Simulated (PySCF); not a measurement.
Static response to an electric field

Species: protonated hydrogen cyanide Ion, CH₂N (charge +1).
Geometry (GFN2-xTB, Å), atoms numbered from 1 in this order:
```
atom  x, y, z in Å
C1     0.4928    0.5379   -0.1405
N2    -0.5139    0.0975    0.1355
H3     1.4475    0.9563   -0.4016
H4    -1.4161   -0.2973    0.3837
```

Level: wB97X-D/def2-SVPD (PySCF), static field, nuclei fixed, core orbitals frozen in the response. The polarisability tensor in these axes (au):

```
x   17.23  3.32 -2.08
y    3.32 11.11 -0.91
z   -2.08 -0.91 10.23
```

Q: What are the eigenvalues, a third of the trace, and Δα (Δα² = ½Σ(αi − αj)² over the three pairs)?

A: Principal values 9.66, 9.66 and 19.25 au; mean 12.86 au = 1.91 Å³ = 2.12 × 10⁻⁴⁰ C²·m²/J; Δα = 9.60 au (75 % of the mean).

Q: What depolarisation ratio follows for Rayleigh scattering of linearly polarised light, taking the static tensor?

A: ρ = 3Δα²/(45ᾱ² + 4Δα²) = 276.3/(7438 + 368.4) = 0.0354.

Q: Give the eigenvalues of the traceless quadrupole moment Θ = ½Σq(3rr − r²1), origin at the centre of nuclear charge.

A: -5.29, -5.29, 10.59 D·Å. The values depend on the origin, since the species is charged. The electronic extent ⟨r²⟩ about the same centre is 48 bohr², a root-mean-square distance of 0.98 Å for the 14 electrons.

Q: In TDDFT the mean static polarisability is Σ f/ω² over all singlet excitations (ω in hartree). How much of it do the 8 lowest give? Their energies (eV) and oscillator strengths: 8.53, 0.0000; 8.88, 0.0000; 8.88, 0.0000; 13.17, 0.0142; 13.17, 0.0142; 13.64, 0.8618; 14.07, 0.0226; 14.07, 0.0224.

A: They add up to 3.72 au, 28.9 % of the 12.86 au; the largest single term is 3.43 au, from the state at 13.64 eV. Terms in order: 0.00, 0.00, 0.00, 0.06, 0.06, 3.43, 0.08, 0.08 au. Higher excitations give the rest. The strengths listed sum to 0.935.

Isolated species at its GFN2-xTB geometry, gas phase.
